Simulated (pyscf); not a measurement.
Single points on ωB97X-D3(BJ)/def2-SVP structures (PySCF, gas phase).

Task: Estimate the classical barrier height and the reaction energy of HO–Si(O–SiH₃)(O–SiH₃)–O–SiH₃ (SMILES O[Si](O[SiH3])(O[SiH3])O[SiH3]) + HF (SMILES F) + HF (SMILES F) → F–Si(O–SiH₃)(O–SiH₃)–O–SiH₃ (SMILES F[Si](O[SiH3])(O[SiH3])O[SiH3]) + H₂O (SMILES O) + HF (SMILES F) at ωB97M-D3(BJ)/def2-TZVP. The step runs on the singlet surface, breaks O–Si, F–H, F–H and forms F–Si, H–O, F–H; take the separated reactants as zero.

Result: ΔE‡ = -16.8 kJ/mol, ΔE = -43.1 kJ/mol. Zero-point energy shifts the barrier by +13.1 kJ/mol. It is a multi-bond step, with an imaginary mode of 758i cm⁻¹. On the reactant side the descent ends in a bound adduct (not fully relaxed), 74.9 kJ/mol under the separated species and 59.3 kJ/mol under the saddle at ωB97X-D3(BJ)/def2-TZVP. On the product side the descent ends in an adduct with a O–Si contact, 3.9 kJ/mol under the separated species and 28.7 kJ/mol under the saddle at ωB97X-D3(BJ)/def2-TZVP. At ωB97M-D3(BJ) the saddle lies under the separated reactants, which points to a path from their complex (located at ωB97X-D3(BJ) alone). What is counted as broken (O–Si) persists as a longer contact in the product adduct; parting that adduct is a step of its own. One saddle was located; it need not be the lowest between these sides.
